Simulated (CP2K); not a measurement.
# HCl (hydrogen chloride): PBE/DZVP-MOLOPT-SR-GTH (core potential)

What is the vertical ionisation energy of HCl (hydrogen chloride) at PBE/DZVP-MOLOPT-SR-GTH (core potential)? 

Program for the calculation: CP2K 2026.2.

1 further run of the same task is left out (set aside as unsound or not needed).

## (1) The structure to begin with

The species is HCl (2 atoms), meant as a singlet with charge 0. SMILES: `Cl`. The shape is that of a PBE0-D4/def2-TZVP optimisation.

Bond lengths: Cl1–H2 1.279 Å.

## (2) The energy at PBE/DZVP-MOLOPT-SR-GTH (core potential)

File molecule.xyz:

```xyz
2

Cl     0.546000    -0.178500     0.280800
H     -0.546000     0.178500    -0.280800
```

File molecule.inp:

```
&GLOBAL
  PROJECT molecule
  RUN_TYPE ENERGY
  PRINT_LEVEL MEDIUM
&END

&FORCE_EVAL
  METHOD QUICKSTEP
  &DFT
    BASIS_SET_FILE_NAME BASIS_MOLOPT
    POTENTIAL_FILE_NAME GTH_POTENTIALS
    ! Quickstep
    &QS
      METHOD GPW
      EPS_DEFAULT 1.0E-10
    &END
    &MGRID
      CUTOFF 400
      REL_CUTOFF 50
      NGRIDS 4
    &END
    &POISSON
      PERIODIC NONE
      POISSON_SOLVER WAVELET
    &END
    &SCF
      SCF_GUESS ATOMIC
      EPS_SCF 1.0E-06
      MAX_SCF 30
      &OT
        MINIMIZER DIIS
        PRECONDITIONER FULL_SINGLE_INVERSE
      &END
      &OUTER_SCF
        EPS_SCF 1.0E-06
        MAX_SCF 10
      &END
    &END
    &XC
      &XC_FUNCTIONAL PBE
      &END
    &END
    &PRINT
      &MOMENTS
        PERIODIC F
        REFERENCE COM
        MAX_MOMENT 1
      &END
      &MO_CUBES
        NLUMO 3
        NHOMO -1
        WRITE_CUBE F
      &END
      &HIRSHFELD OFF
      &END
    &END
  &END
  &SUBSYS
    &CELL
      ABC 11.1 11.1 11.1
      PERIODIC NONE
    &END
    &TOPOLOGY
      COORD_FILE_NAME molecule.xyz
      COORD_FILE_FORMAT XYZ
      &CENTER_COORDINATES
      &END
    &END
    &KIND Cl
      BASIS_SET DZVP-MOLOPT-SR-GTH-q7
      POTENTIAL GTH-PBE-q7
    &END
    &KIND H
      BASIS_SET DZVP-MOLOPT-SR-GTH-q1
      POTENTIAL GTH-PBE-q1
    &END
  &END
&END
```

Launch:

```sh
OMP_NUM_THREADS=1 cp2k.psmp -i molecule.inp -o molecule.out
```

Standard output (excerpt; [...] marks lines left out):

```text
CP2K| version string:                                       CP2K version 2026.2
[...]
 GLOBAL| Method name                                                        CP2K
[...]
 GLOBAL| Run type                                                         ENERGY
[...]
 DFT| Spin restricted Kohn-Sham (RKS) calculation                            RKS
 DFT| Multiplicity                                                             1
[...]
 DFT| Charge                                                                   0
[...]
 FUNCTIONAL| PBE:
 QS| Method:                                                                 GPW
[...]
 QS| Density cutoff [a.u.]:                                                200.0
[...]
 QS| Relative density cutoff [a.u.]:                                        25.0
[...]
                             - Atoms:                                          2
[...]
                             - Spherical basis functions:                     18
[...]
 Number of electrons:                                                          8
[...]
     1 OT DIIS     0.80E-01    2.0     0.42208668       -14.0034733645 -1.40E+01
[...]
     6 OT DIIS     0.80E-01    1.7     0.00000033       -15.5814217671 -1.77E-11
  *** SCF run converged in     6 steps ***
[...]
  Overlap energy of the core charge distribution:               0.00000034025736
  Self energy of the core charge distribution:                -35.12424175623532
  Core Hamiltonian energy:                                      8.20861846183656
  Hartree energy:                                              14.58181752944312
  Exchange-correlation energy:                                 -3.24761634237457
  Total energy:                                               -15.58142176707285
[...]
                     Mulliken Population Analysis
 #  Atom  Element  Kind  Atomic population                           Net charge
       1     Cl       1          7.079192                             -0.079192
       2     H        2          0.920808                              0.079192
 # Total charge                              8.000000                  0.000000
[...]
  Dipole moment [Debye]
    X= -0.8718381E+00 Y=  0.2850220E+00 Z= -0.4483722E+00  Total=      1.0209686
[...]
 HOMO - LUMO gap [eV] :    8.868983
 ENERGY| Total FORCE_EVAL ( QS ) energy [hartree]            -15.581421767072852
[...]
```

Run time: 61 s. Hardware: 1 thread of Arm Neoverse V2, shared host; peak memory 0.91 GiB.

## (3) The doublet cation

File gas.inp:

```
&GLOBAL
 PROJECT gas
 RUN_TYPE ENERGY
 PRINT_LEVEL MEDIUM
&END

&FORCE_EVAL
 METHOD QS
 &DFT
  BASIS_SET_FILE_NAME BASIS_MOLOPT
  POTENTIAL_FILE_NAME GTH_POTENTIALS
  CHARGE 1
  MULTIPLICITY 2
  LSD T
  &QS
   METHOD GPW
   EPS_DEFAULT 1.0E-10
  &END
  &MGRID
   CUTOFF 400
   REL_CUTOFF 50
   NGRIDS 4
  &END
  &POISSON
   PERIODIC NONE
   POISSON_SOLVER WAVELET
  &END
  &SCF
   SCF_GUESS ATOMIC
   EPS_SCF 1.0E-06
   MAX_SCF 40
   &OT ON
    MINIMIZER DIIS
    PRECONDITIONER FULL_ALL
   &END
   &OUTER_SCF
    EPS_SCF 1.0E-06
    MAX_SCF 8
   &END
  &END
  &XC
   &XC_FUNCTIONAL PBE
   &END
  &END
  &PRINT
   &MOMENTS
    PERIODIC F
    REFERENCE COM
    MAX_MOMENT 1
   &END
   &MO_CUBES
    NLUMO 1
    NHOMO -1
    WRITE_CUBE F
   &END
   &HIRSHFELD OFF
   &END
  &END
 &END
 &SUBSYS
  &CELL
   ABC [angstrom] 11.1 11.1 11.1
   PERIODIC NONE
  &END
  &COORD
   Cl     6.096000     5.371500     5.830800
   H      5.004000     5.728500     5.269200
  &END
  &KIND Cl
   BASIS_SET DZVP-MOLOPT-SR-GTH-q7
   POTENTIAL GTH-PBE-q7
  &END
  &KIND H
   BASIS_SET DZVP-MOLOPT-SR-GTH-q1
   POTENTIAL GTH-PBE-q1
  &END
 &END
&END
```

Launch:

```sh
OMP_NUM_THREADS=1 cp2k.psmp -i gas.inp > gas.out 2>&1
```

Standard output (excerpt; [...] marks lines left out):

```text
CP2K| version string:                                       CP2K version 2026.2
[...]
 GLOBAL| Method name                                                        CP2K
[...]
 GLOBAL| Run type                                                         ENERGY
[...]
 DFT| Spin unrestricted (spin-polarized) Kohn-Sham calculation               UKS
 DFT| Multiplicity                                                             2
[...]
 DFT| Charge                                                                   1
[...]
 FUNCTIONAL| PBE:
 QS| Method:                                                                 GPW
[...]
 QS| Density cutoff [a.u.]:                                                200.0
[...]
 QS| Relative density cutoff [a.u.]:                                        25.0
[...]
                             - Atoms:                                          2
[...]
                             - Spherical basis functions:                     18
[...]
 Number of electrons:                                                          4
[...]
     1 OT DIIS     0.15E+00    2.9     0.32396313       -13.4317277682 -1.34E+01
[...]
     2 OT DIIS     0.15E+00    2.6     0.00000083       -15.1147398308 -2.23E-11
  *** SCF run converged in     2 steps ***
[...]
  Overlap energy of the core charge distribution:               0.00000034025736
  Self energy of the core charge distribution:                -35.12424175623532
  Core Hamiltonian energy:                                      7.80744911483535
  Hartree energy:                                              15.12186086525472
  Exchange-correlation energy:                                 -2.91980839492097
  Total energy:                                               -15.11473983080886
[...]
                     Mulliken Population Analysis
 #  Atom  Element  Kind  Atomic population (alpha,beta) Net charge  Spin moment
       1     Cl       1         3.609038     2.594819     0.796143     1.014219
       2     H        2         0.390962     0.405181     0.203857    -0.014219
 # Total charge and spin        4.000000     3.000000     1.000000     1.000000
[...]
  Dipole moment [Debye]
    X= -0.1337415E+01 Y=  0.4372311E+00 Z= -0.6878130E+00  Total=      1.5661851
[...]
 HOMO - LUMO gap [eV] :    0.500954
 ENERGY| Total FORCE_EVAL ( QS ) energy [hartree]            -15.114739830808862
[...]
```

Run time: 1.9 min. Hardware: 1 thread of Arm Neoverse V2, shared host; peak memory 1.2 GiB.

## (4) What came out

Level: PBE/DZVP-MOLOPT-SR-GTH (core potential).

| quantity | value |
| --- | --- |
| singlet HCl: total energy | -15.58142 Eh |
| singlet HCl: dipole moment | 1.02 D |
| singlet HCl: HOMO energy | -7.85 eV |
| singlet HCl: LUMO energy | 1.02 eV |
| singlet HCl: HOMO–LUMO gap | 8.87 eV |
| doublet cation: total energy | -15.11474 Eh |
| doublet cation: HOMO energy (highest over α and β) | -17.90 eV |
| doublet cation: LUMO energy (lowest over α and β) | -17.40 eV |
| doublet cation: ⟨S²⟩ | 0.754 |
| vertical ionisation energy (to the doublet cation) | 12.699 eV |

What this shows: The vertical ionisation energy comes to 12.70 eV (293 kcal/mol). The negative HOMO energy of the first species, 7.85 eV, lies 4.85 eV below that difference.
